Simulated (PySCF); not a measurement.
What builds the first ionisation energy along the third row

All values are computed (PySCF 2.14, energy differences of UHF-based or UKS calculations, no spin-orbit coupling). Each column adds one step, in eV (sums use unrounded values): valence MP2, valence CCSD, valence triples, then the next inner shell at CCSD(T) (Mg 2s 2p, Al 2s 2p, Si 2s 2p, P 2s 2p, S 2s 2p, Cl 2s 2p, Ar 2s 2p). References (NIST) marked * lie between the lowest fine-structure levels; the others compare directly ((s) semi-empirical, (t) theoretical).

```json
{"element": "Mg [Ne] 3s2 → [Ne] 3s1 (aug-cc-pCVTZ, non-relativistic)", "UHF": "6.606", "+ MP2": "0.649", "+ CCSD": "0.272", "+ (T)": "0.000", "+ inner shell": "0.073", "sum": "7.600", "reference": "7.646"}
{"element": "Al [Ne] 3s2 3p1 → [Ne] 3s2 (aug-cc-pwCVTZ, non-relativistic)", "UHF": "5.599", "+ MP2": "0.225", "+ CCSD": "0.092", "+ (T)": "0.033", "+ inner shell": "-0.014", "sum": "5.934", "reference": "5.977"}
{"element": "Si [Ne] 3s2 3p2 → [Ne] 3s2 3p1 (aug-cc-pwCVTZ, non-relativistic)", "UHF": "7.638", "+ MP2": "0.413", "+ CCSD": "0.026", "+ (T)": "0.041", "+ inner shell": "-0.003", "sum": "8.115", "reference": "8.157"}
{"element": "P [Ne] 3s2 3p3 → [Ne] 3s2 3p2 (aug-cc-pwCVTZ, non-relativistic)", "UHF": "9.909", "+ MP2": "0.588", "+ CCSD": "-0.068", "+ (T)": "0.047", "+ inner shell": "0.004", "sum": "10.480", "reference": "10.526"}
{"element": "S [Ne] 3s2 3p4 → [Ne] 3s2 3p3 (aug-cc-pwCVTZ, non-relativistic)", "UHF": "9.241", "+ MP2": "0.770", "+ CCSD": "0.107", "+ (T)": "0.041", "+ inner shell": "0.014", "sum": "10.174", "reference": "10.336"}
{"element": "Cl [Ne] 3s2 3p5 → [Ne] 3s2 3p4 (aug-cc-pwCVTZ, non-relativistic)", "UHF": "11.770", "+ MP2": "1.003", "+ CCSD": "-0.043", "+ (T)": "0.051", "+ inner shell": "0.015", "sum": "12.796", "reference": "12.974"}
{"element": "Ar [Ar] → [Ne] 3s2 3p5 (aug-cc-pwCVTZ, non-relativistic)", "UHF": "14.556", "+ MP2": "1.189", "+ CCSD": "-0.194", "+ (T)": "0.059", "+ inner shell": "0.014", "sum": "15.624", "reference": "15.819"}
```

What remains against the references is mostly basis incompleteness.

Question: What share of the correlation contribution for Ar comes from the inner shell?

Answer: The four steps add to 1.068 eV, of which the inner shell gives 0.014 eV, or 1 %.
